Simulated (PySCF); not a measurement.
**Nuclear quadrupole coupling in pyrimidine**

Species: pyrimidine, C₄H₄N₂.
Cartesian coordinates in Å at the PBE0-D3(BJ)/def2-TZVP level; atoms count from 1:
```xyz
10
C4H4N2 angstrom
C     -1.0501    0.2902   -0.2962
C     -0.4252    0.8349    0.8123
N      0.8116    0.5011    1.1644
C      1.4162   -0.3901    0.3887
N      0.9199   -0.9776   -0.6934
C     -0.3174   -0.6296   -1.0275
H     -2.0581    0.5678   -0.5765
H     -0.9300    1.5637    1.4408
H      2.4283   -0.6689    0.6694
H     -0.7344   -1.1043   -1.9117
```

Field gradients from the PBE0/pcSseg-2 density (PySCF, non-relativistic), principal values in atomic units, ordered |Vxx| ≤ |Vyy| ≤ |Vzz|:

```json
{"atom": "N3", "Vxx": "0.3047", "Vyy": "0.7739", "Vzz": "-1.0786"}
{"atom": "N5", "Vxx": "0.3040", "Vyy": "0.7740", "Vzz": "-1.0780"}
```

Task: Find the asymmetry η = (Vxx − Vyy)/Vzz and the couplings χ = eQV/h (234.96 MHz × Q in barn × V in au), with Q(14N) = 0.02044 b.

Result: 
```csv
atom,environment,nucleus,η,χzz (MHz),χxx (MHz),χyy (MHz)
N3,pyridine-type nitrogen,14N,0.44,-5.18,1.46,3.72
N5,pyridine-type nitrogen,14N,0.44,-5.18,1.46,3.72
```

Task: What is Vzz at N3 in SI units (1 au = 9.71736 × 10²¹ V/m²)?

Result: -1.0786 au = -10.481 × 10²¹ V/m².

Task: And the gradient at the other heavy atoms, for which no coupling is worked out here?

Result: 
```csv
atom,environment,Vzz (au),η
C1,aromatic CH carbon,0.326,0.25
C2,aromatic CH next to a ring nitrogen,0.431,0.31
C4,aromatic CH next to a ring nitrogen,0.389,0.47
C6,aromatic CH next to a ring nitrogen,0.431,0.30
```

Task: What couplings would deuterons (Q(2H) = 0.00286 b) have in place of the hydrogens, at this geometry?

Result: 
```tsv
atom	bonded to	bond length (Å)	Vzz (au)	η	χzz (kHz)
H7	C1	1.082	0.2959	0.06	199
H8	C2	1.087	0.2842	0.05	191
H9	C4	1.087	0.2830	0.06	190
H10	C6	1.087	0.2841	0.05	191
```

Geometry: PBE0-D3(BJ)/def2-TZVP; no solvent, vibrations or thermal averaging.
